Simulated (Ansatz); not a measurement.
Input file:

```yaml
crystal:
  periodic: [false, false, false]
  atoms:
    - {symbol: Ge, position_ang: [0.000000, 0.000000, 1.666873]}
    - {symbol: B, position_ang: [0.000000, 0.000000, -0.295937]}
    - {symbol: H, position_ang: [0.000000, 0.000000, -1.370937]}
basis:
  gaussian: {orbitals: def2-SVP}
magnetization: {spin_polarized: false}
correlation: {method: fic_mrcisd_q, electrons: outside_noble_gas}
```

```sh
$ ansatz run in.yaml --threads 1 --pin off --events-out ev --progress --plain --max-ram 2393MiB
```

**Question.** What does the program do with this input?

**Answer.** Refused. The input was made wrong on purpose (method needs an active space), so the run isn't a sound calculation of what was asked.
```
Error: this correlation method needs an active space: name one as the reference
```
